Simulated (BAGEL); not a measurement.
# C3H4ClN (SMILES C=C(Cl)C=N): HF/6-31G(d) (density fitting with qzvpp-jkfit, spherical functions)

Wanted: a single-point energy of C3H4ClN. 

Program for the calculation: BAGEL 1.2.2.

2 further runs of the same task are left out: 2 set aside as unsound or not needed.

### Step 1. The molecule

C3H4ClN: 9 atoms, total charge 0, spin state singlet. As SMILES, `C=C(Cl)C=N`. The C2–C4 distance was set to 2.204 Å, away from the relaxed value. At this shape a bond of the SMILES string is far longer than usual.

Bond lengths: C1–C2 1.329 Å, C2–Cl3 1.736 Å, C4–N5 1.254 Å, C1–H6 1.076 Å, C1–H7 1.076 Å, C4–H8 1.086 Å, N5–H9 1.021 Å. Angles: C1–C2–Cl3 120.6°, C2–C1–H6 120.4°, C2–C1–H7 122.4°, C4–N5–H9 114.5°, N5–C4–H8 117.3°, H6–C1–H7 117.2°. A long bond or contact: C2–C4 2.204 Å.

### Step 2. The energy at HF/6-31G(d) (density fitting with qzvpp-jkfit, spherical functions)

Input file hf.json:

```json
{ "bagel" : [

{
  "title" : "molecule",
  "basis" : "6-31gs.json",
  "df_basis" : "qzvpp-jkfit",
  "angstrom" : true,
  "geometry" : [
    { "atom" : "C", "xyz" : [      -0.162360,       0.528742,       2.081482 ] },
    { "atom" : "C", "xyz" : [       0.419310,       0.623682,       0.890352 ] },
    { "atom" : "Cl", "xyz" : [       1.792360,       1.660172,       0.656142 ] },
    { "atom" : "C", "xyz" : [      -0.253240,      -0.485980,      -0.891080 ] },
    { "atom" : "N", "xyz" : [       0.229440,      -0.464960,      -2.048290 ] },
    { "atom" : "H", "xyz" : [      -1.012670,      -0.115198,       2.223182 ] },
    { "atom" : "H", "xyz" : [       0.185440,       1.079292,       2.937742 ] },
    { "atom" : "H", "xyz" : [      -1.114670,      -1.125850,      -0.721880 ] },
    { "atom" : "H", "xyz" : [       1.037310,       0.149520,      -2.158640 ] }
  ]
},

{ "title" : "hf" },

{ "title" : "print", "file" : "orbitals.molden", "orbitals" : true }

]}
```

The basis set 6-31G* is read from a file made from the Basis Set Exchange's data (not shown).

On the command line:

```sh
$ BAGEL_NUM_THREADS=1 BAGEL hf.json > hf.out
```

The log of the run:

```text
* using 1 threads per process

  ===============================================================
  ===============================================================

  *** Geometry ***

  { "atom" : "C", "xyz" : [     -0.306816,      0.999178,      3.933431 ] },
  { "atom" : "C", "xyz" : [      0.792381,      1.178588,      1.682521 ] },
  { "atom" : "Cl", "xyz" : [      3.387070,      3.137270,      1.239929 ] },
  { "atom" : "C", "xyz" : [     -0.478554,     -0.918369,     -1.683897 ] },
  { "atom" : "N", "xyz" : [      0.433579,     -0.878647,     -3.870707 ] },
  { "atom" : "H", "xyz" : [     -1.913669,     -0.217693,      4.201205 ] },
  { "atom" : "H", "xyz" : [      0.350431,      2.039566,      5.551528 ] },
  { "atom" : "H", "xyz" : [     -2.106421,     -2.127548,     -1.364155 ] },
  { "atom" : "H", "xyz" : [      1.960232,      0.282552,     -4.079238 ] },

  Number of auxiliary basis functions:      502

  Since a DF basis is specified, we compute 2- and 3-index integrals:
    o Being stored without compression. Storage requirement is 0.027 GB

  Number of basis functions:       82
  Number of electrons      :       46

    * METHOD: MOLECULE                             0.43

  *** RHF ***

  === Nuclear Repulsion ===
   180.6469155255

      * DIIS with orbital gradients will be used.

  === RHF iteration (6-31gs.json) ===
      0       -629.52210933          0.01783054           0.10
      1       -629.61816022          0.01308262           0.10
      2       -629.69415255          0.00259673           0.10
      3       -629.69929555          0.00078530           0.10
      4       -629.70005362          0.00034411           0.10
      5       -629.70025170          0.00015902           0.10
      6       -629.70028913          0.00008296           0.10
      7       -629.70029726          0.00002133           0.10
      8       -629.70029770          0.00001143           0.10
      9       -629.70029777          0.00000479           0.10
     10       -629.70029779          0.00000163           0.10
     11       -629.70029780          0.00000072           0.10
     12       -629.70029780          0.00000038           0.10
     13       -629.70029780          0.00000018           0.10
     14       -629.70029780          0.00000007           0.10
     15       -629.70029780          0.00000004           0.10
     16       -629.70029780          0.00000001           0.10
     17       -629.70029780          0.00000001           0.10
    * SCF iteration converged.

    * Permanent dipole moment:
           (    0.405640,     0.176587,    -0.485104) a.u.

    * METHOD: HF                                   1.99

    * METHOD: PRINT                                0.05

  ===============================================================
```

Run time: 2.6 s. Hardware: 1 thread of Arm Neoverse N1, shared host; peak memory 0.12 GiB.

### Step 3. What came out

Level: HF/6-31G* (density fitting with qzvpp-jkfit, spherical functions).

| quantity | value |
| --- | --- |
| total energy | -629.70030 Eh |
| dipole moment | 1.67 D |
| HOMO energy | -10.08 eV |
| LUMO energy | 2.85 eV |
| HOMO–LUMO gap | 12.93 eV |
